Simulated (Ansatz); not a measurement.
Input file:

```yaml
crystal:
  periodic: [false, false, false]
  atoms:
    - {symbol: Ge, position_ang: [0.000000, 0.000000, -0.220401]}
    - {symbol: B, position_ang: [0.000000, 0.000000, 1.664781]}
    - {symbol: H, position_ang: [0.000000, 1.313392, -0.986177]}
    - {symbol: H, position_ang: [0.000000, -1.313392, -0.986177]}
basis:
  gaussian: {orbitals: cc-pVDZ}
total_charge: 1
magnetization: {spin_polarized: false}
correlation: {method: ccsdt_q, electrons: outside_noble_gas}
```

```sh
$ ansatz run in.yaml --threads 1 --pin off --events-out ev --progress --plain --max-ram 4096MiB --backend cpu
```

Log:

```
987 factors; integrals over basis functions are off by at most 2.6e-7 eV
mean field evaluation 1: about -57159.6932 eV, gradient 1.5e1 eV
mean field evaluation 2: about -57159.7180 eV, gradient 1.5e1 eV
mean field evaluation 4: about -57161.4987 eV, gradient 2.9e0 eV
mean field evaluation 8: about -57161.6850 eV, gradient 7.1e-2 eV
mean field evaluation 16: about -57161.8111 eV, gradient 1.6e0 eV
mean field evaluation 32: about -57162.7753 eV, gradient 1.4e-6 eV
mean field evaluation 64: about -57162.7739 eV, gradient 1.6e-1 eV
mean field evaluation 96: about -57157.3110 eV, gradient 1.6e1 eV
mean field evaluation 128: about -57159.1140 eV, gradient 1.2e-2 eV
mean field evaluation 160: about -57162.7750 eV, gradient 2.0e-1 eV
mean field -57162.77528627 eV, -2100.6932454496 hartree, gradient 7.7e-7 eV, S^2 0.000000; 7 other end points of the search recorded, 0 dependent functions left out; unrestricted orbitals would lower it
...
cycle  16  -4.75140900 eV  change    1.2e-4 eV  update   4.7e-5
cycle  17  -4.75140452 eV  change    4.5e-6 eV  update   2.3e-5
cycle  18  -4.75141462 eV  change   -1.0e-5 eV  update   1.1e-5
cycle  19  -4.75142912 eV  change   -1.5e-5 eV  update   6.0e-6
cycle  20  -4.75143643 eV  change   -7.3e-6 eV  update   3.4e-6
cycle  21  -4.75143945 eV  change   -3.0e-6 eV  update   2.3e-6
cycle  22  -4.75144247 eV  change   -3.0e-6 eV  update   1.4e-6
cycle  23  -4.75144446 eV  change   -2.0e-6 eV  update   7.4e-7
cycle  24  -4.75144620 eV  change   -1.7e-6 eV  update   4.2e-7
cycle  25  -4.75144681 eV  change   -6.1e-7 eV  update   2.3e-7
perturbative correction -0.01619435 eV, -0.0005951315 hartree
Total energy: -57167.54292743 eV, -2100.8684530306 hartree
```

For the same geometry and basis RCCSDTQ lies 6.8 meV lower.

Ran on 1 thread of AMD EPYC 7R13, shared host: 14 s wall, 0.19 GiB peak host memory.
